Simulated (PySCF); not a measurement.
Isomers of C4H2N (doublet state). Method: PySCF, PBE0-D3(BJ)/def2-SVP geometry optimisation, gas phase. Energies are electronic, without zero-point or thermal terms, for one conformer each. No frequencies were run at this level. Point groups hold within 0.08 Å. The open-shell SCF solutions weren't tested for stability.

Task: Rank from lowest to highest electronic energy at this level (kcal/mol).
A. para-CH2CCCN radical, `[CH2]C#CC#N`
B. `N#C[CH]C#C` (1-cyano propargyl radical)

Result: A (0.0), B (3.8).

Neighbours under 5.0 kcal/mol apart ([CH2]C#CC#N and C#C[CH]C#N) can change places with a better method, another conformer or zero-point energy.

```tsv
SMILES	E (Eh)	E rel (kcal/mol)	dipole (D)	point group	A, B, C (MHz)	⟨S²⟩
[CH2]C#CC#N	-207.84977	0.0	4.46	C2v	283824, 2185, 2168	0.796
C#C[CH]C#N	-207.84375	3.8	3.76	Cs	29248, 2786, 2543	0.786
```

Task: How do the relative energies change in single points at B3LYP/IGLO-III on C N, pcH-1 on H (no added dispersion term) on the same geometries?

Result: 
| SMILES | PBE0-D3(BJ)/def2-SVP (kcal/mol) | B3LYP/IGLO-III on C N, pcH-1 on H (kcal/mol) | shift |
| --- | --- | --- | --- |
| [CH2]C#CC#N | 0.0 | 0.0 | 0.0 |
| C#C[CH]C#N | 3.8 | 3.2 | -0.6 |

Each column counts from its own lowest isomer. The order is unchanged; the largest shift is 0.6 kcal/mol.

Task: As an exercise, what shares would exp(−E/RT) give at 2000 K from these electronic energies alone (no entropy, no degeneracies)?

Result: RT = 3.974 kcal/mol: [CH2]C#CC#N 72.1 %, C#C[CH]C#N 27.9 %.
